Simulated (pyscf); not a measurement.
**Four-centre exchange: H₂N–NH₂ + SiH₄ → H₂N–NH–SiH₃ + H₂**

Gas phase, singlet surface, charge 0. Bonds broken: N1–H3, Si7–H8. Bonds formed: N1–Si7, H3–H8. Structures and frequencies: ωB97X-D3(BJ)/def2-SVP in PySCF.

Transition state (Å):

```xyz
11

N     -1.5779     0.0377    -0.1739
N     -2.2568    -0.2002     1.0563
H     -0.8979    -0.7493    -0.7866
H     -2.2268     0.4433    -0.8551
H     -1.8830    -1.0656     1.4454
H     -2.0031     0.5495     1.7045
Si     0.1416     0.8287    -0.1679
H      0.1382    -0.7239    -1.2967
H      0.7029     1.5719    -1.3292
H      1.0658     0.0460     0.6938
H     -0.2891     1.9662     0.7542
```

One imaginary mode, 1440i cm⁻¹; descent along it reached the two sides named.

```
bond    change  reactant side (Å)  saddle  product side
------  ------  -----------------  ------  ------------
N1–H3   breaks              1.022   1.207         2.552
Si7–H8  breaks              1.489   1.920           3.9
N1–Si7   forms                2.8   1.893         1.735
H3–H8    forms                2.9   1.155         0.762
```

Electronic energies relative to the separated reactants (kcal/mol):

```tsv
level	barrier	reaction energy	reverse barrier
ωB97X-D3(BJ)/def2-TZVP	39.8	-5.4	45.2
PBE/def2-TZVP	34.9	-3.5	38.4
r²SCAN/def2-TZVP	36.3	-5.2	41.5
B3LYP-D3(BJ)/def2-TZVP	39.7	-5.1	44.8
PBE0-D3(BJ)/def2-TZVP	36.6	-4.0	40.6
M06-2X/def2-TZVP	40.3	-7.1	47.4
ωB97M-D3(BJ)/def2-TZVP	39.8	-4.4	44.3
HF/def2-TZVP	60.4	-0.6	61.0
```

With ωB97M-D3(BJ)/def2-TZVP energies and thermal terms (ideal gas, 1 atm, RRHO with modes under 100 cm⁻¹ raised to 100, one conformer, R ln 2 for chiral ones without a mode under 150 cm⁻¹), in kcal/mol:

```json
[
 {"T (K)": "298", "ΔH‡": "37.6", "ΔG‡": "47.1", "ΔH": "-7.7", "ΔG": "-6.9"},
 {"T (K)": "600", "ΔH‡": "37.9", "ΔG‡": "56.8", "ΔH": "-6.2", "ΔG": "-6.8"},
 {"T (K)": "900", "ΔH‡": "38.7", "ΔG‡": "66.0", "ΔH": "-5.1", "ΔG": "-7.4"},
 {"T (K)": "1200", "ΔH‡": "39.7", "ΔG‡": "74.9", "ΔH": "-4.3", "ΔG": "-8.3"}
]
```

At the saddle there is also a short H–Si contact that neither side keeps. H₂N–NH–SiH₃ lies 57.4 kcal/mol over its isomer H₂N–SiH₂–NH₂ (electronic energy, ωB97M-D3(BJ)/def2-TZVP). This is the saddle that the search found; another between the same sides may lie lower.
